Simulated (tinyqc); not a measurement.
Worked calculation: UHF in the sto-3g basis, for OH+, spin multiplicity 3. One step of it, computed by the program tinyqc.

Task: Iteration 2: building the Fock matrix. J_ij = sum D_kl (ij|kl) with D = D(alpha) + D(beta), K_ij = sum D_kl (ik|jl) for each spin; F = H + J - K(s); E = tr D H + tr D J / 2 - 0.5 sum_s tr D(s) K(s) + E_nn.

D(alpha) after iteration 1, order 1O 1s, 1O 2s, 1O 2px, 1O 2py, 1O 2pz, 2H 1s:
$$\begin{pmatrix}
1.058950 & -0.248910 & 0.000000 & 0.000000 & 0.006593 & -0.006385 \\
-0.248910 & 1.051494 & 0.000000 & 0.000000 & -0.033962 & 0.020672 \\
0.000000 & 0.000000 & 1.000000 & 0.000000 & 0.000000 & 0.000000 \\
0.000000 & 0.000000 & 0.000000 & 1.000000 & 0.000000 & 0.000000 \\
0.006593 & -0.033962 & 0.000000 & 0.000000 & 0.920224 & 0.164522 \\
-0.006385 & 0.020672 & 0.000000 & 0.000000 & 0.164522 & 0.030097
\end{pmatrix}$$

D(beta) after iteration 1, order 1O 1s, 1O 2s, 1O 2px, 1O 2py, 1O 2pz, 2H 1s:
$$\begin{pmatrix}
1.058728 & -0.248073 & 0.000000 & 0.000000 & 0.009317 & -0.009220 \\
-0.248073 & 1.048871 & 0.000000 & 0.000000 & -0.045072 & 0.025876 \\
0.000000 & 0.000000 & 0.000000 & 0.000000 & 0.000000 & 0.000000 \\
0.000000 & 0.000000 & 0.000000 & 0.000000 & 0.000000 & 0.000000 \\
0.009317 & -0.045072 & 0.000000 & 0.000000 & 0.888022 & 0.207708 \\
-0.009220 & 0.025876 & 0.000000 & 0.000000 & 0.207708 & 0.049858
\end{pmatrix}$$

core Hamiltonian H = T + V (hartree), order 1O 1s, 1O 2s, 1O 2px, 1O 2py, 1O 2pz, 2H 1s:
$$\begin{pmatrix}
-31.935774 & -7.426959 & 0.000000 & 0.000000 & -0.005218 & -0.349795 \\
-7.426959 & -8.564291 & 0.000000 & 0.000000 & -0.065824 & -0.962586 \\
0.000000 & 0.000000 & -6.761461 & 0.000000 & 0.000000 & 0.000000 \\
0.000000 & 0.000000 & 0.000000 & -6.761461 & 0.000000 & 0.000000 \\
-0.005218 & -0.065824 & 0.000000 & 0.000000 & -6.790697 & -0.812719 \\
-0.349795 & -0.962586 & 0.000000 & 0.000000 & -0.812719 & -3.025414
\end{pmatrix}$$

Two-electron integrals (ij|kl) in chemists' order, unique and non-zero (hartree):
```
(11|11) 4.785065   (21|11) 0.741380   (21|21) 0.136873   (22|11) 1.118947
(22|21) 0.256633   (22|22) 0.817206   (31|31) 0.024477   (32|31) 0.037809
(32|32) 0.180518   (33|11) 1.115814   (33|21) 0.256684   (33|22) 0.817023
(33|33) 0.880159   (41|41) 0.024477   (42|41) 0.037809   (42|42) 0.180518
(43|43) 0.047444   (44|11) 1.115814   (44|21) 0.256684   (44|22) 0.817023
(44|33) 0.785270   (44|44) 0.880159   (51|51) 0.024477   (52|51) 0.037809
(52|52) 0.180518   (53|53) 0.047444   (54|54) 0.047444   (55|11) 1.115814
(55|21) 0.256684   (55|22) 0.817023   (55|33) 0.785270   (55|44) 0.785270
(55|55) 0.880159   (61|11) 0.034999   (61|21) 0.006412   (61|22) 0.011967
(61|33) 0.011950   (61|44) 0.011950   (61|51) 0.000269   (61|52) 0.000511
(61|55) 0.012003   (61|61) 0.000304   (62|11) 0.107756   (62|21) 0.025125
(62|22) 0.091811   (62|33) 0.090232   (62|44) 0.090232   (62|51) 0.001829
(62|52) 0.015661   (62|55) 0.094875   (62|61) 0.001199   (62|62) 0.014392
(63|31) 0.002330   (63|32) 0.014635   (63|53) 0.003067   (63|63) 0.001820
(64|41) 0.002330   (64|42) 0.014635   (64|54) 0.003067   (64|64) 0.001820
(65|11) 0.089625   (65|21) 0.021132   (65|22) 0.082606   (65|33) 0.079290
(65|44) 0.079290   (65|51) 0.003554   (65|52) 0.026896   (65|55) 0.089145
(65|61) 0.001038   (65|62) 0.015789   (65|65) 0.018953   (66|11) 0.319823
(66|21) 0.075685   (66|22) 0.318298   (66|33) 0.309695   (66|44) 0.309695
(66|51) 0.005114   (66|52) 0.062862   (66|55) 0.335343   (66|61) 0.003611
(66|62) 0.071297   (66|65) 0.090583   (66|66) 0.774606
```

nuclear repulsion = 2.56415366 hartree

Give: Coulomb J; exchange K(alpha); exchange K(beta); F(alpha); F(beta); total energy of this density.

Result:

Coulomb J (hartree), order 1O 1s, 1O 2s, 1O 2px, 1O 2py, 1O 2pz, 2H 1s:
$$\begin{pmatrix}
16.097 & 2.974 & 0.000 & 0.000 & -0.002 & 0.140 \\
2.974 & 7.037 & 0.000 & 0.000 & -0.001 & 0.764 \\
0.000 & 0.000 & 7.001 & 0.000 & 0.000 & 0.000 \\
0.000 & 0.000 & 0.000 & 7.001 & 0.000 & 0.000 \\
-0.002 & -0.001 & 0.000 & 0.000 & 7.088 & 0.681 \\
0.140 & 0.764 & 0.000 & 0.000 & 0.681 & 2.622
\end{pmatrix}$$

exchange K(alpha) (hartree), order 1O 1s, 1O 2s, 1O 2px, 1O 2py, 1O 2pz, 2H 1s:
$$\begin{pmatrix}
4.913 & 0.853 & 0.000 & 0.000 & 0.000 & 0.043 \\
0.853 & 1.413 & 0.000 & 0.000 & -0.010 & 0.166 \\
0.000 & 0.000 & 1.170 & 0.000 & 0.000 & 0.000 \\
0.000 & 0.000 & 0.000 & 1.170 & 0.000 & 0.000 \\
0.000 & -0.010 & 0.000 & 0.000 & 1.133 & 0.163 \\
0.043 & 0.166 & 0.000 & 0.000 & 0.163 & 0.091
\end{pmatrix}$$

exchange K(beta) (hartree), order 1O 1s, 1O 2s, 1O 2px, 1O 2py, 1O 2pz, 2H 1s:
$$\begin{pmatrix}
4.863 & 0.777 & 0.000 & 0.000 & 0.000 & 0.039 \\
0.777 & 1.047 & 0.000 & 0.000 & -0.014 & 0.141 \\
0.000 & 0.000 & 0.241 & 0.000 & 0.000 & 0.000 \\
0.000 & 0.000 & 0.000 & 0.241 & 0.000 & 0.000 \\
0.000 & -0.014 & 0.000 & 0.000 & 1.017 & 0.170 \\
0.039 & 0.141 & 0.000 & 0.000 & 0.170 & 0.110
\end{pmatrix}$$

F(alpha) (hartree), order 1O 1s, 1O 2s, 1O 2px, 1O 2py, 1O 2pz, 2H 1s:
$$\begin{pmatrix}
-20.752 & -5.306 & 0.000 & 0.000 & -0.007 & -0.254 \\
-5.306 & -2.940 & 0.000 & 0.000 & -0.057 & -0.365 \\
0.000 & 0.000 & -0.930 & 0.000 & 0.000 & 0.000 \\
0.000 & 0.000 & 0.000 & -0.930 & 0.000 & 0.000 \\
-0.007 & -0.057 & 0.000 & 0.000 & -0.836 & -0.295 \\
-0.254 & -0.365 & 0.000 & 0.000 & -0.295 & -0.494
\end{pmatrix}$$

F(beta) (hartree), order 1O 1s, 1O 2s, 1O 2px, 1O 2py, 1O 2pz, 2H 1s:
$$\begin{pmatrix}
-20.702 & -5.229 & 0.000 & 0.000 & -0.008 & -0.249 \\
-5.229 & -2.573 & 0.000 & 0.000 & -0.053 & -0.340 \\
0.000 & 0.000 & -0.001 & 0.000 & 0.000 & 0.000 \\
0.000 & 0.000 & 0.000 & -0.001 & 0.000 & 0.000 \\
-0.008 & -0.053 & 0.000 & 0.000 & -0.721 & -0.302 \\
-0.249 & -0.340 & 0.000 & 0.000 & -0.302 & -0.513
\end{pmatrix}$$

total energy of this density = -73.91071 hartree
